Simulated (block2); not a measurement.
# [SiH3]− (SMILES [SiH3-]) at DMRG/STO-3G

What is the vertical ionisation energy of [SiH3]− at DMRG/STO-3G? 

The calculation is run with block2 0.5.4.

4 further runs of the same task are left out: 1 that didn't finish, 3 set aside as unsound or not needed.

## Step 1: The molecule

The species is [SiH3]− (4 atoms), meant as a singlet with charge -1. As SMILES, `[SiH3-]`. Geometry: relaxed at PBE0-D4/def2-TZVPD.

Bond lengths: Si1–H2 1.546 Å, Si1–H3 1.546 Å, Si1–H4 1.546 Å. Angles: H2–Si1–H3 94.1°, H2–Si1–H4 94.1°, H3–Si1–H4 94.1°.

## Step 2: The energy at DMRG/STO-3G

The input, integrals.py:

```python
from pyscf import ao2mo, cc, dft, gto, mcscf, mp, scf
from pyscf.tools import fcidump

mol = gto.M(atom="""
Si     0.539700    -0.050700    -0.300900
H      0.426600     0.622300     1.085900
H     -0.298500    -1.283700     0.106800
H     -0.667800     0.712200    -0.891800
""", basis="sto-3g", charge=-1, verbose=3)
print("basis functions = %d" % (mol.nao))
mf = scf.RHF(mol)
mf.conv_tol = 1e-10
mf.max_cycle = 200
mf.kernel()
if not mf.converged:
    mf = mf.newton().run(mf.mo_coeff, mf.mo_occ)
print("E(SCF) = %.10f" % (mf.e_tot))
ref = mf
pt = mp.MP2(ref, frozen=5).run()
mycc = cc.CCSD(ref, frozen=5)
mycc.max_cycle = 150
mycc.kernel()
print(f"E(MP2) = {pt.e_tot:.10f}")
if mycc.converged:
    print("E(CCSD) = %.10f" % (mycc.e_tot))
    print(f"E(CCSD(T)) = {mycc.e_tot + mycc.ccsd_t():.10f}")
    print(f"T1 = {mycc.get_t1_diagnostic():.4f}")
ks = dft.RKS(mol, xc="m062x").set(conv_tol=1e-9, verbose=3).run()
if ks.converged:
    print("E(M06-2X) = %.8f" % (ks.e_tot))
ks = dft.RKS(mol, xc="r2scan").set(conv_tol=1e-9, verbose=3).run()
if ks.converged:
    print(f"E(r2SCAN) = {ks.e_tot:.8f}")
ks = dft.RKS(mol, xc="bhandhlyp").set(conv_tol=1e-9, verbose=3).run()
if ks.converged:
    print(f"E(BHLYP) = {ks.e_tot:.8f}")
ks = dft.RKS(mol, xc="tpssh").set(conv_tol=1e-9, verbose=3).run()
if ks.converged:
    print("E(TPSSh) = %.8f" % (ks.e_tot))
occ_no, mo = mcscf.addons.make_natural_orbitals(mp.MP2(mf, frozen=5).run())
mf.mo_coeff = mo
cas = mcscf.CASCI(mf, 7, 8)
h1, ecore = cas.get_h1eff()
fcidump.from_integrals("FCIDUMP", h1, cas.get_h2eff(), 7, 8, nuc=ecore, ms=0)
ci = mcscf.CASCI(mf, 7, (4, 4))
ci.fix_spin_(ss=0)
ci.fcisolver.conv_tol = 1e-10
ci.fcisolver.max_cycle = 200
ci.kernel()
print("E(FCI) = %.10f" % (ci.e_tot))
```

The input, block.conf:

```
sym c1
orbitals FCIDUMP
nelec 8
spin 0
irrep 1
occ 2 2 2 2 0 0 0
cbias 0.1
schedule
0 50 1E-09 1E-04
4 75 1E-09 1E-04
6 100 1E-09 1E-05
8 100 1E-10 0.0
end
maxiter 14
sweep_tol 1E-06
noreorder
mem 2g
num_thrds 1
prefix ./tmp
outputlevel 1
onepdm
```

Command:

```bash
$ python integrals.py && block2main block.conf
```

The log of the run:

```text
$ python integrals.py
[... 1 line left out ...]
converged SCF energy = -287.098089493472
[... 9 lines left out ...]
converged SCF energy = -287.719731570879
[... 1 line left out ...]
converged SCF energy = -287.689369665977
[... 1 line left out ...]
converged SCF energy = -287.711123981748
[... 1 line left out ...]
converged SCF energy = -287.741240696755
[... 40 lines left out ...]
integral sym error =            0
[... 42 lines left out ...]
Final canonical form =  LLLLLLC 5
DMRG Energy = -287.155036531851351
npdm string = ['(C+D)0']

Build NPDM MPO | Nsites =     7 | Nmaxops =  2 | SymbolFree = T | Cutoff = 0.00e+00
 Site =     0 /     7 .. L =        4 R =        1 M =            0 Tmid = 0.000 T = 0.000
 Site =     1 /     7 .. L =        4 R =       13 M =           13 Tmid = 0.000 T = 0.000
 Site =     2 /     7 .. L =        4 R =       11 M =           11 Tmid = 0.000 T = 0.000
 Site =     3 /     7 .. L =        4 R =        9 M =            9 Tmid = 0.000 T = 0.000
 Site =     4 /     7 .. L =        4 R =        7 M =            7 Tmid = 0.000 T = 0.000
 Site =     5 /     7 .. L =        4 R =        5 M =            5 Tmid = 0.000 T = 0.000
 Site =     6 /     7 .. L =        1 R =        4 M =            4 Tmid = 0.000 T = 0.000
Ttotal =      0.000

Expectation | Direction = backward | BRA bond dimension =  100 | KET bond dimension =  100
Time elapsed =      0.019
NPDM Sorting | Nsites =     7 | Nmaxops =  2 | DotSite = 2 | SymbolFree = T | Compressed = T | LowMem = F | Mem = 392 B
Ttotal =      0.000

DMRG OCC =   1.991 1.972 1.971 1.971 0.034 0.034 0.027
```

Run time: 5.9 s. Hardware: 1 thread of Intel Xeon Platinum 8488C (Sapphire Rapids), shared host; peak memory 0.18 GiB.

## Step 3: Doublet neutral SiH3: a single-point energy at DMRG/STO-3G

The input, prepare.py:

```python
from pyscf import ao2mo, cc, dft, gto, mcscf, mp, scf
from pyscf.tools import fcidump

geom = """
Si
H 1 1.545618
H 1 1.545667 2 94.0712
H 1 1.545715 2 94.06746 3 94.37823
"""
mol = gto.M(
    atom=geom,
    basis="sto-3g",
    spin=1,
    verbose=3,
)
print("basis functions = %d" % (mol.nao))
mf = scf.ROHF(mol)
mf.conv_tol = 1e-10
mf.max_cycle = 200
mf.kernel()
if not mf.converged:
    mf = mf.newton().run(mf.mo_coeff, mf.mo_occ)
print(f"E(SCF) = {mf.e_tot:.10f}")
ref = scf.UHF(mol).run(mf.make_rdm1(), conv_tol=1e-10)
pt = mp.MP2(ref, frozen=5).run()
mycc = cc.CCSD(ref, frozen=5)
mycc.max_cycle = 150
mycc.kernel()
print(f"MP2 total energy = {pt.e_tot:.10f}")
if mycc.converged:
    print(f"CCSD total energy = {mycc.e_tot:.10f}")
    print("E(CCSD(T)) = %.10f" % (mycc.e_tot + mycc.ccsd_t()))
ks = dft.UKS(mol, xc="m062x").set(conv_tol=1e-9, verbose=3).run(mf.make_rdm1())
if ks.converged:
    print("E(M06-2X) = %.8f" % (ks.e_tot))
ks = dft.UKS(mol, xc="r2scan").set(conv_tol=1e-9, verbose=3).run(mf.make_rdm1())
if ks.converged:
    print(f"E(r2SCAN) = {ks.e_tot:.8f}")
ks = dft.UKS(mol, xc="bhandhlyp").set(conv_tol=1e-9, verbose=3).run(mf.make_rdm1())
if ks.converged:
    print("E(BHLYP) = %.8f" % (ks.e_tot))
ks = dft.UKS(mol, xc="tpssh").set(conv_tol=1e-9, verbose=3).run(mf.make_rdm1())
if ks.converged:
    print(f"E(TPSSh) = {ks.e_tot:.8f}")
occ_no, mo = mcscf.addons.make_natural_orbitals(mp.MP2(mf.to_uhf(), frozen=5).run())
mf.mo_coeff = mo
cas = mcscf.CASCI(mf, 7, 7)
h1, ecore = cas.get_h1eff()
fcidump.from_integrals("FCIDUMP", h1, cas.get_h2eff(), 7, 7, nuc=ecore, ms=1)
ci = mcscf.CASCI(mf, 7, (4, 3))
ci.fix_spin_(ss=0.75)
ci.fcisolver.conv_tol = 1e-10
ci.fcisolver.max_cycle = 200
ci.kernel()
print("exact diagonalisation = %.10f" % (ci.e_tot))
```

The input, dmrg.conf:

```
sym c1
orbitals FCIDUMP
nelec 7
spin 1
irrep 1
occ 2 2 2 1 0 0 0
cbias 0.2
schedule
0 50 1E-09 1E-04
4 100 1E-09 1E-05
6 100 1E-10 0.0
end
maxiter 12
sweep_tol 1E-06
fiedler
mem 1g
num_thrds 1
prefix ./tmp
outputlevel 1
onepdm
```

Command:

```bash
$ python prepare.py && block2main dmrg.conf
```

The log of the run:

```text
$ python prepare.py
[... 1 line left out ...]
converged SCF energy = -287.238330245221
[... 5 lines left out ...]
MP2 total energy = -287.2785884663
[... 3 lines left out ...]
converged SCF energy = -287.82308473969  <S^2> = 0.75057036  2S+1 = 2.0005703
[... 3 lines left out ...]
converged SCF energy = -287.816919281037  <S^2> = 0.75019071  2S+1 = 2.0001907
[... 42 lines left out ...]
integral sym error =            0
[... 36 lines left out ...]
Final canonical form =  LLLLLLC 5
DMRG Energy = -287.301990132317940
npdm string = ['(C+D)0']

Build NPDM MPO | Nsites =     7 | Nmaxops =  2 | SymbolFree = T | Cutoff = 0.00e+00
 Site =     0 /     7 .. L =        4 R =        1 M =            0 Tmid = 0.000 T = 0.000
 Site =     1 /     7 .. L =        4 R =       13 M =           13 Tmid = 0.000 T = 0.000
 Site =     2 /     7 .. L =        4 R =       11 M =           11 Tmid = 0.000 T = 0.000
 Site =     3 /     7 .. L =        4 R =        9 M =            9 Tmid = 0.000 T = 0.000
 Site =     4 /     7 .. L =        4 R =        7 M =            7 Tmid = 0.000 T = 0.000
 Site =     5 /     7 .. L =        4 R =        5 M =            5 Tmid = 0.000 T = 0.000
 Site =     6 /     7 .. L =        1 R =        4 M =            4 Tmid = 0.000 T = 0.000
Ttotal =      0.000

Expectation | Direction = backward | BRA bond dimension =  100 | KET bond dimension =  100
Time elapsed =      0.022
NPDM Sorting | Nsites =     7 | Nmaxops =  2 | DotSite = 2 | SymbolFree = T | Compressed = T | LowMem = F | Mem = 392 B
Ttotal =      0.000

DMRG OCC =   1.979 1.956 1.956 1.005 0.037 0.037 0.030
```

It took 10 s on 1 thread of Intel Xeon Platinum 8488C (Sapphire Rapids), shared host; peak memory 0.18 GiB.

## Step 4: Summary of results

At DMRG/STO-3G, 5 core orbitals frozen:

| quantity | value |
| --- | --- |
| run 1, DMRG/STO-3G: total energy | -287.15504 Eh |
| run 1, DMRG/STO-3G: T1 diagnostic of the CCSD step | 0.008 |
| doublet neutral SiH3: total energy | -287.30199 Eh |
| vertical detachment energy (to the doublet neutral) | -3.999 eV |

In words: The species is unbound against losing an electron at this level, by 4.00 eV (−92 kcal/mol); missing correlation or diffuse functions can give that sign where the real anion is bound. In a minimal basis such a difference can be off by several eV, whatever the method.
